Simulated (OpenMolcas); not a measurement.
# SO2F2 (SMILES O=S(=O)(F)F) at 6 levels

Wanted: a comparison of 6 runs (HF/STO-3G, B3LYP/6-31G*, B3LYP/6-311+G**, BHLYP/6-311+G**, M06-2X/6-311+G**, PBE/6-311+G**) of SO2F2. 

The results are computed with OpenMolcas 26.06.

## Step 1: The structure to begin with

The species is SO2F2 (5 atoms), meant as a singlet with charge 0. As SMILES, `O=S(=O)(F)F`. Geometry: relaxed at PBE0-D4/def2-TZVP.

Bond lengths: O1–S2 1.404 Å, S2–O3 1.404 Å, S2–F4 1.539 Å, S2–F5 1.539 Å. Angles: O1–S2–O3 124.9°, O1–S2–F4 108.1°, O1–S2–F5 108.1°, O3–S2–F4 108.1°, O3–S2–F5 108.1°, F4–S2–F5 95.6°.

## Step 2: Energy and forces at HF/STO-3G (run 1)

File run.inp:

```
* F2O2S Hartree-Fock

&GATEWAY
  BasLib = $CurrDir
  Coord
  5
  bohr
  O     -0.73359168    -0.28553762     2.68662363
  S      0.13398158    -0.18311446     0.18122474
  O      2.13463463    -1.62932186    -0.79122833
  F     -2.15598854    -0.50569071    -1.58245666
  F      0.62096400     2.60366465    -0.49397441
  Basis = STO-3G
  Group = NoSym

&SEWARD

&SCF
  Thresholds = 1e-10 1e-07 1e-07 1e-05
  PrOrbitals = 1 1

&ALASKA
```

The basis set STO-3G is read from a file made from the Basis Set Exchange's data (not shown).

The run is started by

```bash
$ export MOLCAS_MEM=1860
$ pymolcas run.inp > run.log
```

Log:

```text
--- Start Module: gateway ---
[...]
--- Stop Module: gateway /rc=_RC_ALL_IS_WELL_ ---
[...]
      Basis functions           29
[...]
--- Start Module: scf ---
[...]
       Convergence after  12 Iterations
[...]
::    Total SCF energy                               -736.4472471005
[...]
      Total spin, S                                     0.0000000000
[...]
      Total electronic charge=   50.000000
      Total            charge=   -0.000000
[...]
      Dipole Moment (debye):
      Origin of the operator (angstrom)=   -0.0128    0.0175   -0.0173
                   X= -6.6643E-01               Y=  9.1079E-01               Z= -9.0183E-01           Total=  1.4446E+00
      Quadrupole Moment (debye*angstrom):
[...]
--- Stop Module: scf /rc=_RC_ALL_IS_WELL_ ---
--- Start Module: alaska ---
[...]
 *              Molecular gradients               *
 **************************************************
  Irreducible representation: a
 ------------------------------------------------------------------------------------------
                              X                       Y                       Z
 ------------------------------------------------------------------------------------------
  O1                7.84697592541770E-02    7.60531800701769E-03   -2.21890203517795E-01
  S2                2.46823695764498E-02   -3.37684458783620E-02    3.33072208174867E-02
  O3               -1.77332265744795E-01    1.27472042483777E-01    8.82552702658472E-02
  F4                8.93185933190495E-02    7.80387072148336E-03    7.06510908107507E-02
  F5               -1.51384564049852E-02   -1.09112785333977E-01    2.96766216237119E-02
 ------------------------------------------------------------------------------------------
--- Stop Module: alaska /rc=_RC_ALL_IS_WELL_ ---
[...]
```

Wall time 2 s (1 thread of Arm Neoverse V1, shared host); peak memory 0.37 GiB.

## Step 3: Energy and forces at B3LYP/6-31G(d) (Cartesian functions) (run 2)

File calc.inp:

```
&GATEWAY
BasLib=$CurrDir
BasisSet
O.6-31Gs....
O1 -0.388200 -0.151100 1.421700 angstrom
O3 1.129600 -0.862200 -0.418700 angstrom
End of Basis
BasisSet
S.6-31Gs....
S2 0.070900 -0.096900 0.095900 angstrom
End of Basis
BasisSet
F.6-31Gs....
F4 -1.140900 -0.267600 -0.837400 angstrom
F5 0.328600 1.377800 -0.261400 angstrom
End of Basis
&SEWARD
GridInput
Grid=UltraFine
End of Grid
&SCF
KSDFT=B3LYP
Thresholds=1e-10 1e-07 1e-07 1e-05
PrOrbitals=1 2
&ALASKA
```

The basis set 6-31G* is read from a file made from the Basis Set Exchange's data (not shown).

The run is started by

```bash
$ export MOLCAS_MEM=1860
$ pymolcas calc.inp > calc.log
```

Log:

```text
--- Start Module: gateway ---
[...]
--- Stop Module: gateway /rc=_RC_ALL_IS_WELL_ ---
[...]
      Basis functions           79
[...]
--- Start Module: scf ---
[...]
       Convergence after  18 Iterations
[...]
::    Total KS-DFT energy                            -748.2328485284
[...]
      Total spin, S                                     0.0000000000
[...]
      Total electronic charge=   50.000000
      Total            charge=   -0.000000
[...]
      Dipole Moment (debye):
      Origin of the operator (angstrom)=   -0.0128    0.0175   -0.0173
                   X= -5.4628E-01               Y=  7.4645E-01               Z= -7.3938E-01           Total=  1.1842E+00
      Quadrupole Moment (debye*angstrom):
[...]
--- Stop Module: scf /rc=_RC_ALL_IS_WELL_ ---
[...]
--- Start Module: alaska ---
[...]
 *              Molecular gradients               *
 **************************************************
  Irreducible representation: a
 ------------------------------------------------------------------------------------------
                              X                       Y                       Z
 ------------------------------------------------------------------------------------------
  O1                1.51293180274354E-02    1.73200885297620E-03   -4.35612090450732E-02
  O3               -3.48184110336689E-02    2.51468320840118E-02    1.70049989442855E-02
  S2               -2.38473322760002E-03    3.25283193855053E-03   -3.31990787623537E-03
  F4                2.73250104127740E-02    3.16069011871090E-03    2.13347398713104E-02
  F5               -5.25118417890091E-03   -3.32923629941781E-02    8.54137810593159E-03
 ------------------------------------------------------------------------------------------
--- Stop Module: alaska /rc=_RC_ALL_IS_WELL_ ---
[...]
```

Run time: 25 s. Hardware: 1 thread of Arm Neoverse V1, shared host; peak memory 0.44 GiB.

Runs 3 to 5 aren't shown in full; the table further down has their settings and results.

## Step 4: Energy and gradient at PBE/6-311+G(d,p) (run 6)

File mol.input:

```
* F2O2S Kohn-Sham DFT

&GATEWAY
 BasLib
 $CurrDir
 Coord
 5
 angstrom
 O       -0.388200      -0.151100       1.421700
 S        0.070900      -0.096900       0.095900
 O        1.129600      -0.862200      -0.418700
 F       -1.140900      -0.267600      -0.837400
 F        0.328600       1.377800      -0.261400
 Basis
 6-311pGss
 Group
 NoSym

&SEWARD
 GridInput
 Grid=UltraFine
 End of Grid

&SCF
 KSDFT
 PBE
 Thresholds
 1e-10 1e-07 1e-07 1e-05
 PrOrbitals
 1 2

&ALASKA
```

The basis set 6-311+G** is read from a file made from the Basis Set Exchange's data (not shown).

The run is started by

```bash
$ export MOLCAS_MEM=1860
$ pymolcas mol.input > mol.log
```

Log:

```text
--- Start Module: gateway ---
[...]
--- Stop Module: gateway /rc=_RC_ALL_IS_WELL_ ---
[...]
      Basis functions          118
[...]
--- Start Module: scf ---
[...]
       Convergence after  17 Iterations
[...]
::    Total KS-DFT energy                            -747.8711181122
[...]
      Total spin, S                                     0.0000000000
[...]
      Total electronic charge=   50.000000
      Total            charge=   -0.000000
[...]
      Dipole Moment (debye):
      Origin of the operator (angstrom)=   -0.0128    0.0175   -0.0173
                   X= -4.1924E-01               Y=  5.7279E-01               Z= -5.6752E-01           Total=  9.0881E-01
      Quadrupole Moment (debye*angstrom):
[...]
--- Stop Module: scf /rc=_RC_ALL_IS_WELL_ ---
[...]
--- Start Module: alaska ---
[...]
 *              Molecular gradients               *
 **************************************************
  Irreducible representation: a
 ------------------------------------------------------------------------------------------
                              X                       Y                       Z
 ------------------------------------------------------------------------------------------
  O1                1.85093937585670E-02    1.45086483899415E-03   -5.13782591480485E-02
  S2               -8.35042731280566E-03    1.14074330998450E-02   -1.13819268294097E-02
  O3               -4.11192721878528E-02    2.94120261129223E-02    2.08952434968683E-02
  F4                3.97559783763910E-02    6.03695857757192E-03    3.04593248670315E-02
  F5               -8.79567263422221E-03   -4.83072826292137E-02    1.14056176133683E-02
 ------------------------------------------------------------------------------------------
--- Stop Module: alaska /rc=_RC_ALL_IS_WELL_ ---
[...]
```

It took 44 s on 1 thread of Arm Neoverse V1, shared host; peak memory 0.74 GiB.

## Step 5: The series

| run | level | Cartesian functions | integration grid | energy (Eh) | dipole moment (D) | HOMO energy (eV) | LUMO energy (eV) | wall time |
| --- | --- | --- | --- | --- | --- | --- | --- | --- |
| 1 | HF/STO-3G | no | – | -736.447247 | 1.44 | -9.68 | 9.47 | 2 s |
| 2 | B3LYP/6-31G* (Cartesian functions) | yes | UltraFine | -748.232849 | 1.18 | -9.98 | 0.13 | 25 s |
| 3 | B3LYP/6-311+G** | no | UltraFine | -748.368080 | 0.94 | -10.50 | -1.10 | 46 s |
| 4 | BHLYP/6-311+G** | no | UltraFine | -748.195376 | 0.98 | -12.51 | 0.02 | 38 s |
| 5 | M06-2X/6-311+G** | no | UltraFine | -748.216682 | 0.95 | -12.53 | -0.20 | 47 s |
| 6 | PBE/6-311+G** | no | UltraFine | -747.871118 | 0.91 | -9.00 | -1.76 | 44 s |

## Step 6: What came out

| quantity | value |
| --- | --- |
| run 6: total energy | -747.87112 Eh |
| run 6: dipole moment | 0.91 D |
| run 6: HOMO energy | -9.00 eV |
| run 6: LUMO energy | -1.76 eV |
| run 6: HOMO–LUMO gap | 7.24 eV |
| run 6: largest force on an atom | 2.813 eV/Å |

**Reading.** The dipole moment (its size) runs from 0.91 D (PBE/6-311+G**) to 1.44 D (HF/STO-3G). The two ends differ in method and basis. The HOMO–LUMO gap runs from 7.24 eV (PBE/6-311+G**) to 19.14 eV (HF/STO-3G). Totals of different functionals can't be ranked against each other. In run 1 the basis is minimal, so the values are rough. All runs together took 3.4 min, the longest 47 s.
